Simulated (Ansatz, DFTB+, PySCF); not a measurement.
Gas-phase reaction in SMILES: C=C([CH2-])C → CC(C)=[CH-]

Quantity: isomerisation energy (electronic), in kcal/mol. Conventions: LANL2DZ all-electron up to Ne; SCC-DFTB with the Slater-Koster set that CP2K ships; frozen cores in correlated levels; 6-311+G** with 5d; six Cartesian d functions in 6-31G* and its kin unless marked 5d; no spin-orbit coupling; dispersion terms only where a functional's name holds one; non-relativistic. Ab initio and DFT and DFTB rows: single points at B3LYP-D3(BJ) geometries (Ansatz, an electronic-structure program). Anions need diffuse functions, which STO-3G, LANL2DZ, def2-SVP, cc-pVDZ and Pople sets without + lack.

| level | program | isomerisation energy (electronic) (kcal/mol) |
|---|---|---|
| SCC-DFTB | DFTB+ | 11.2 |
| HF/STO-3G | Ansatz | 6.9 |
| HF/LANL2DZ | Ansatz | 19.5 |
| PBE/3-21G | Ansatz | 19.6 |
| PBE/6-31G* | Ansatz | 18.3 |
| BLYP/6-31G* | Ansatz | 17.4 |
| B3LYP/STO-3G | Ansatz | 22.0 |
| B3LYP/3-21G | Ansatz | 18.6 |
| B3LYP/6-31G* | Ansatz | 17.0 |
| PBE0/6-311+G** | Ansatz | 18.8 |
| MP2/STO-3G | Ansatz | 12.3 |
| MP2/3-21G | Ansatz | 14.4 |
| MP2/LANL2DZ | Ansatz | 17.9 |
| MP2/6-311+G** | Ansatz | 15.9 |
| M06-2X/def2-TZVPD | PySCF | 18.1 |
| wB97X-V/def2-TZVPD | Ansatz | 16.2 |
| B2PLYP-D3(BJ)/def2-TZVPD | Ansatz + dftd3 | 17.7 |

No value to compare with is used here. The 14 habitual levels span 6.9 (HF/STO-3G) to 22.0 kcal/mol (B3LYP/STO-3G); M06-2X/def2-TZVPD gives 18.1.

The levels are drawn from those run, B3LYP/6-31G* more often than the rest, none by its result; runs whose electronic state is in doubt are left out.
